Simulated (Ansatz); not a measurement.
Rock-salt BaS was calculated with HSE06 (Ansatz, a quantum-chemistry and plane-wave program, plane waves, PAW).

Run with plane-wave cutoff 520 eV, 8×8×8 k mesh, scalar-relativistic PAW data made under PBE.

Computed at the level's own relaxed cell.

```xyz
2
Lattice="0.0000 3.2042 3.2042 3.2042 0.0000 3.2042 3.2042 3.2042 0.0000" Properties=species:S:1:pos:R:3 pbc="T T T"
Ba     0.0000     0.0000     0.0000
S      3.2042     3.2042     3.2042
```

Question: Give the elastic tensor (Voigt notation, GPa, ions relaxed, in the Cartesian axes of the cell as printed).

Answer: 
```
   95.5    18.4    18.4     0.0     0.0     0.0
   18.4    95.5    18.4     0.0     0.0     0.0
   18.4    18.4    95.5     0.0     0.0     0.0
    0.0     0.0     0.0    19.7     0.0     0.0
    0.0     0.0     0.0     0.0    19.7     0.0
    0.0     0.0     0.0     0.0     0.0    19.7
```

Computed values are for the static lattice.
